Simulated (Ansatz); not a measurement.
Tetradymite Bi₂Se₃, treated with PBEsol-D3(BJ) in Ansatz (plane waves, PAW).

Run with plane-wave cutoff 520 eV, 10×10×10 k mesh, Fermi–Dirac smearing 0.01 eV, scalar-relativistic PAW data made under PBE.

The cell is scaled about its equilibrium volume:

Shape and atoms are relaxed at each volume.

```json
[
 {"V (Å³/atom)": "25.545", "P (GPa)": "2.38", "c (Å)": "27.218", "a (Å)": "4.032"},
 {"V (Å³/atom)": "26.078", "P (GPa)": "1.10", "c (Å)": "27.434", "a (Å)": "4.058"},
 {"V (Å³/atom)": "26.610", "P (GPa)": "0.00", "c (Å)": "27.676", "a (Å)": "4.081"},
 {"V (Å³/atom)": "27.142", "P (GPa)": "-0.93", "c (Å)": "27.940", "a (Å)": "4.102"},
 {"V (Å³/atom)": "27.674", "P (GPa)": "-1.65", "c (Å)": "28.263", "a (Å)": "4.118"}
]
```

Note: the bulk modulus comes from volumes at which shape and atoms were relaxed.

Ansatz is an electronic-structure program.
